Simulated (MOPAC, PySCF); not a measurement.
N2, SMILES `N#N`, neutral singlet in the gas phase. 

Z-matrix (Å, degrees):
```
N
N 1 1.0895
```
Charge 0, multiplicity 1.

All levels are single points at this geometry (PBE0-D4/def2-TZVP); Pople sets use spherical d functions. Orbital energies aren't observables, and empty levels follow the basis.

HF/6-31G* in PySCF gives HOMO (eV) = -16.73.

Task: Estimate the HOMO (eV) from each of these levels: B3LYP-D3(BJ)/def2-TZVP in PySCF; PBE-D3(BJ)/def2-TZVP in PySCF; PBE0-D4/def2-TZVP in PySCF; B3LYP/6-311+G** in PySCF; B3LYP/6-31G* in PySCF; BP86/6-31G* in PySCF; M06-2X/6-31G* in PySCF; PBE/6-31G* in PySCF; SVWN5/6-31G* in PySCF; HF/STO-3G in PySCF; PM6 in MOPAC; PM7 in MOPAC.

Result: 
```
level                            HOMO (eV)
-------------------------------  ---------
B3LYP-D3(BJ)/def2-TZVP in PySCF     -11.93
PBE-D3(BJ)/def2-TZVP in PySCF       -10.21
PBE0-D4/def2-TZVP in PySCF          -12.18
B3LYP/6-311+G** in PySCF            -12.01
B3LYP/6-31G* in PySCF               -11.59
BP86/6-31G* in PySCF                -10.01
M06-2X/6-31G* in PySCF              -13.65
PBE/6-31G* in PySCF                  -9.84
SVWN5/6-31G* in PySCF                -9.97
HF/STO-3G in PySCF                  -14.74
PM6 in MOPAC                        -12.70
PM7 in MOPAC                        -13.49
```
